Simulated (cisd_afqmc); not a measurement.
Input (AFQMC/CISD/aug-cc-pVDZ; cisd_afqmc is a phaseless AFQMC code with CISD trial states that reads the integrals written by Ansatz):

Ansatz 0.2 input:
```python
import cisd_afqmc

open("ham.yaml", "w").write("""\
crystal:
  periodic: [false, false, false]
  atoms:
    - {symbol: O, position_ang: [0.00000000, 0.00000000, 0.00000000]}
basis:
  gaussian:
    orbitals: aug-cc-pVDZ
magnetization: {spin_polarized: true, initial_magnetization: 2}
correlation: {method: ccsd, electrons: outside_noble_gas, hamiltonian_folder: ham}
scf: {lower_state_search: full}
""")
rep = cisd_afqmc.ansatz("ham.yaml")
e_ccsd = rep["correlation"]["coupled_cluster"]["energy"]["hartree"]
out = cisd_afqmc.run("ham", e_ccsd, trial="CISD", walkers=200, populations=8, threads=8, dt=0.005, steps=40, early=24, settle=10, least=32,
    cut=5e-5, rank_cut=2e-4, target=0.0004, seconds=1500, seed=1, memory=12960, gpu=False)
```

Output:

```
orbitals 22, occupied [4, 2], factors 85 of 122, rank of the doubles 75 of 112
E(HF) = -74.796601
E(CCSD) on the cut factors = -74.923840, shift to the whole factors -0.000001
Energy of the trial state on the determinant = -74.923773
  tau behind 7.2 of longer steps, mean of the populations' last blocks
   2.0  -74.92599
   4.0  -74.92551
   6.0  -74.92597
   8.0  -74.92696
blocks 256 (6 outliers left out), error by blocks joined: 1: 0.00005, 2: 0.00005, 4: 0.00006, 8: 0.00006, 16: 0.00007
E(AFQMC/CISD) = -74.92594 +/- 0.00007
```
